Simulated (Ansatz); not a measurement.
The cluster NaF₂⁻, relaxed as a singlet with RKS r2SCAN-D4/def2-TZVPD in Ansatz, starting from the GFN1-xTB geometry. Force threshold 0.02 eV/Å.

The structure comes from a short search, and lower isomers may exist.

Start:

```
atom   x (Å)   y (Å)   z (Å)
 Na1  -0.001   0.001  -0.002
  F2   0.532  -1.142  -1.415
  F3  -0.531   1.141   1.416
```

(1) Estimate the energy that the relaxation releases and the steps that it takes.

(2) Does the start keep its bonding and symmetry?

(3) Predict the relaxed structure.

Answers

(1) 19.1 kJ/mol, in 4 steps; 1.4 s on 4 threads of Intel Xeon 6975P-C on a shared host. No frequencies were taken in this run, so the end may be a saddle point.

(2) By distances, no bond broke or formed. The bond that changes most is Na1–F2, from 1.89 to 2.05 Å (atoms count from 1). Point group D∞h at the start, D∞h at the end, both within 0.05 Å.

(3) 
```xyz
3

Na    0.000    0.000    0.000
F     0.574   -1.233   -1.528
F    -0.574    1.232    1.528
```
Bond lengths: 2 × F–Na 2.05 Å.
